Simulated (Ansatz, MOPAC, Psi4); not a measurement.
Reaction (SMILES): c1cc[n-]c1 → [C-](CC#N)=C

Wanted: isomerisation energy (enthalpy at 298 K), in kcal/mol. Terms: non-relativistic; dispersion terms only where a functional's name holds one; six Cartesian d functions in 6-31G* and its kin unless marked 5d; no spin-orbit coupling; valence correlation only. Ab initio and DFT rows: single points at B3LYP-D3(BJ) geometries (Ansatz, an electronic-structure program), with unscaled harmonic terms from B3LYP/6-31G* at its own minima. Semi-empirical rows: MOPAC heats of formation at their own minima for 298 K. Anions need diffuse functions, which STO-3G, LANL2DZ, def2-SVP, cc-pVDZ and Pople sets without + lack.

```
level               program  isomerisation energy (enthalpy at 298 K) (kcal/mol)
------------------  -------  ---------------------------------------------------
AM1                   MOPAC                                                 37.9
PM3                   MOPAC                                                 51.7
B3LYP/6-31G          Ansatz                                                 48.6
B3LYP/6-31G*         Ansatz                                                 47.0
wB97X-D/6-31G*         Psi4                                                 51.0
MP2/3-21G            Ansatz                                                 30.8
PBE0/def2-TZVPD      Ansatz                                                 51.1
wB97X-V/def2-TZVPD   Ansatz                                                 46.7
```

No value to compare with is used here. The 6 habitual levels span 30.8 (MP2/3-21G) to 51.7 kcal/mol (PM3); wB97X-V/def2-TZVPD gives 46.7.

The levels are drawn from those run, B3LYP/6-31G* more often than the rest, none by its result; runs whose electronic state is in doubt are left out.
